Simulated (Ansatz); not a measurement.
Elastic constant C11 of 2H WS2 at several levels of theory

No measured value is used here.

Q: Put these levels in order of the elastic constant C11 that they give for 2H WS2, smallest first: PBE (Ansatz, a first-principles code), PBE-D3(BJ) (Ansatz), r²SCAN (Ansatz).

A: PBE (195 GPa), r²SCAN (239 GPa), PBE-D3(BJ) (253 GPa)

Unless a cell is named, each level is at its own relaxed cell (PBE 21.83, PBE-D3(BJ) 17.43, r²SCAN 19.10 Å³/atom).

The crystal itself was run without spin with PBE, r²SCAN, PBE-D3(BJ); a magnetic state was not tried in these runs. Density-functional levels without +SOC have no spin–orbit coupling. PBE, r²SCAN: the cell comes from a level without a dispersion term, which matters for the spacing of layers, chains or molecules. PBE-D3(BJ): the dispersion coefficients are held fixed in the derivatives. Each level is taken at its own relaxed cell. Cutoffs differ between the levels. Ansatz's density-functional and Hartree–Fock values are scalar-relativistic unless marked +SOC, with PAW data made under PBE.
